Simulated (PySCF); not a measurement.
PySCF input:

```python
from pyscf import gto, scf, dft

mol = gto.M(
    atom='''
    O     0.44187469    1.33485861    0.12974526
    C    -0.05433681    0.28429606    0.03240259
    N     1.01706973   -0.94595571   -0.13354246
    C    -1.45221658   -0.19963021    0.02418072
    H     0.82672373   -1.72574334    0.50046318
    H    -2.11892134    0.65910120    0.05169695
    H    -1.64770358   -0.79921607   -0.86796571
    H    -1.63131075   -0.83031322    0.89974415
    H     1.94584384   -0.56465997    0.06579244
    H     1.01020268   -1.30434259   -1.09239559
    ''',
    basis='def2-tzvpd',
    charge=1,
    spin=0,
    verbose=4,
)

mf = scf.RHF(mol).density_fit(auxbasis='def2-universal-jkfit')
mf.conv_tol = 1e-9
mf.max_cycle = 100
mf.max_memory = 1500
mf.kernel()
if not mf.converged:
    mf = mf.newton()
    mf.kernel(mf.make_rdm1())
mf.analyze()
```

Q: Which total energy does the run end on?

A: -208.38340 Eh (HF/def2-TZVPD).

It need not be the lowest isomer of its formula.
